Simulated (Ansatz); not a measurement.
Ideal-gas functions of BH$_{3}$S (`BS`) at 600 K and 1 bar, from an Ansatz frequency run at PBE0-D4/def2-TZVP.

Molar mass 45.9 g/mol, point group Cs (symmetry number 1), electronic degeneracy 1, moments of inertia 3.905, 32.642, 36.547 u Å². Harmonic wavenumbers (cm⁻¹, unscaled): 661, 667, 831, 943, 966, 1197, 2612, 2697, 2720.

Use S(trans) = R[1.5 ln M + 2.5 ln T − 1.1517]; rotational temperatures θ = 24.2544 K / I; S(rot) = R[ln(√π/σ · √(T³/θAθBθC)) + 1.5]; for each mode x = 1.438777 ν̃/T, S = R[x/(eˣ − 1) − ln(1 − e⁻ˣ)] and H = RT x/(eˣ − 1); 1 cm⁻¹ = 0.0119627 kJ/mol; R = 8.31446 J/(mol·K).

Task: By hand: the entropy, in J/(mol·K).

Result: Translation 171.1. Rotation: θ = 6.2111, 0.743, 0.6636 K, giving 92.4. Vibration, mode by mode: 5.30, 5.24, 3.83, 3.10, 2.97, 1.92, 0.12, 0.10, 0.09, in all 22.7. Electronic 0.0. Sum 286.2 J/(mol·K).

Task: By hand: H − E and G − E in kJ/mol, counted from the electronic energy.

Result: Zero-point energy ½ × 13294 × 0.0119627 = 79.5; thermal vibration 9.2; translation, rotation and pV give 4 RT = 20.0. H − E = 108.7 kJ/mol, and G − E = 108.7 − 600 × 286.2/1000 = -63.0 kJ/mol.

Vibration gives 8 % of the entropy.
